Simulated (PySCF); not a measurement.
**Working with the constants of BO**

UHF-CCSD(T) constants of BO, ²Σ⁺ (doublet), unpaired electrons σ ↑ (basis B aug-pcseg-1, O aug-pcseg-1; no relativity; PySCF 2.14; masses 11.0093 and 15.9949 u):

| Quantity | Value |
| --- | --- |
| ωe | 1866.9 cm⁻¹ |
| ωexe | 11.1 cm⁻¹ |
| Be | 1.7418 cm⁻¹ |
| αe | 0.0160 cm⁻¹ |
| De to B + O | 8.01 eV |

Problem. What force constant and bond length do these constants imply?

Solution. Reduced mass μred = 6.5209 u; k = 5.8918×10⁻⁷·μred·ωe² (u, cm⁻¹, mdyn/Å) = 13.4 mdyn/Å; Re = √(16.8576/(μred·Be)) (u, cm⁻¹, Å) = 1.218 Å.

Problem. Estimate the centrifugal constant D from the Kratzer relation and find the Dunham coefficient a1.

Solution. D = 4Be³/ωe² = 6.06e-06 cm⁻¹; a1 = −1 − αeωe/(6Be²) = -2.64.

Correlated steps freeze 2 core orbitals. Correlated levels converge slowly with the basis: in double zeta they bind strong bonds too weakly, by up to about 1 eV, and carry superposition errors of some tenths. The state was picked by a PBE0 search and need not be the measured ground state.
